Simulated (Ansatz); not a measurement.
Density of states of RbFe$_{2}$As$_{2}$ (I4/mmm, a = 3.638 Å, b = 3.638 Å, c = 15.437 Å, α = 90.00°, β = 90.00°, γ = 90.00°), in states per eV and primitive cell, averaged over bins of 0.5 eV. All numbers below come from DFT r2SCAN, scalar-relativistic, plane waves, PAW (Ansatz).

Plane waves to 500 eV, a k mesh through Γ of 14×14×14 on the computed 5-atom cell and Gaussian smearing (0.10 eV); collinear spin from starting moments 0 1.96 1.96 -0.15 -0.15 μB.

The cell is relaxed at this level. The states (both spins) are summed by tetrahedra on a 21×21×21 mesh at the self-consistent density. Energies are bin centres; the table starts no lower than −8 eV and ends at 6 eV, or lower where the solved bands end.

It is a metal at this level.

```csv
E − E_F (eV),total,Fe 3d down,Fe 3d up,As 4p up,As 4p down,Fe 4s up,Fe 4s down,Rb 5s up,Rb 5s down
-5.30,2.27,0.08,0.73,0.75,0.26,0.23,0.07,0.03,0.01
-4.80,4.71,0.42,0.84,0.93,1.50,0.22,0.38,0.03,0.03
-4.30,2.67,0.11,1.27,0.66,0.38,0.04,0.06,0.01,0.02
-3.80,4.37,0.47,1.87,0.98,0.77,0.06,0.02,0.00,0.02
-3.30,5.28,0.63,2.07,0.75,1.59,0.03,0.03,0.00,0.01
-2.80,6.05,1.20,2.65,0.60,1.34,0.02,0.03,0.01,0.00
-2.30,5.86,0.84,3.55,0.44,0.79,0.02,0.02,0.00,0.00
-1.80,5.43,1.17,2.86,0.41,0.71,0.03,0.01,0.02,0.00
-1.30,2.18,0.91,0.65,0.31,0.16,0.01,0.00,0.00,0.00
-0.80,4.15,2.83,0.31,0.37,0.30,0.01,0.01,0.00,0.03
-0.30,2.78,1.36,0.38,0.63,0.16,0.02,0.01,0.03,0.00
0.20,2.89,0.59,0.92,1.11,0.06,0.04,0.00,0.03,0.00
0.70,3.87,2.24,0.70,0.73,0.07,0.02,0.00,0.01,0.00
1.20,2.97,1.76,0.29,0.56,0.17,0.00,0.02,0.01,0.01
1.70,4.57,2.72,0.16,0.47,0.77,0.00,0.08,0.01,0.06
2.20,2.40,0.95,0.12,0.51,0.58,0.00,0.01,0.01,0.02
2.70,0.90,0.36,0.01,0.06,0.37,0.00,0.00,0.00,0.02
3.20,0.83,0.25,0.00,0.01,0.34,0.01,0.01,0.04,0.02
3.70,1.09,0.03,0.02,0.04,0.03,0.05,0.02,0.13,0.08
4.20,2.21,0.08,0.03,0.07,0.07,0.09,0.07,0.18,0.15
4.70,1.93,0.06,0.02,0.05,0.05,0.11,0.08,0.12,0.16
5.20,2.95,0.08,0.03,0.12,0.07,0.29,0.18,0.10,0.13
5.70,3.64,0.08,0.03,0.12,0.10,0.30,0.28,0.10,0.10
```

The columns after the total are the main Löwdin projections on the occupied valence shells of the potentials; 4 others are left out. The rest of the total lies in those, in shells that are empty in the free atom, which aren't projected, and between the atoms.

The state reached may not be the lowest one. Only parallel moments were tried here.

Only this magnetic start was tried.

Whether RbFe2As2 exists in this form wasn't checked.

Cost: 1 run of about 11 core-minutes, on Oxide Virtual Turin-like Processor (Zen 5) (shared hosts).